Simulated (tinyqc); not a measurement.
The basis set: RHF and MP2 along a ladder of basis sets, for H2O, spin multiplicity 1. Computed by the program tinyqc with PySCF. Same geometry throughout; the dipole is taken about the origin.

Geometry (angstrom):
```
atom       x        y       z
O     0.0000   0.0000  0.0000
H     0.0000   0.7000  0.5490
H     0.0000  -0.7160  0.5620
```

RHF and frozen-core MP2 in a ladder of bases:
```
basis        functions  E(RHF) (hartree)  E(MP2 corr) (hartree)  HOMO (eV)  LUMO (eV)  dipole (debye)
sto-3g               7         -74.94463               -0.03107    -10.800     18.099           1.805
3-21g               13         -75.57444               -0.11675    -13.149      7.629           2.431
6-31g               13         -75.97643               -0.12254    -13.752      5.874           2.617
6-31g**             24         -76.01787               -0.19031    -13.648      6.182           2.143
cc-pvdz             24         -76.02133               -0.19768    -13.555      5.287           2.009
aug-cc-pvdz         41         -76.03648               -0.21444    -14.010      0.986           1.963
cc-pvtz             58         -76.05308               -0.25749    -13.874      4.010           1.989
```

What does the comparison show, and why?

From cc-pVDZ to cc-pVTZ the RHF energy falls by 31.7 mhartree and the correlation energy by 59.8. If valence correlation converges as X^-3, (27 E(T) - 8 E(D))/19 gives -0.2827 hartree, a rough estimate from such small X that usually falls short; STO-3G holds about 11 % of it. Beyond STO-3G the LUMO moves by 6.6 eV and the HOMO by 0.9 eV; diffuse functions lower the positive LUMO sharply, since an unbound virtual level tracks the most diffuse function.
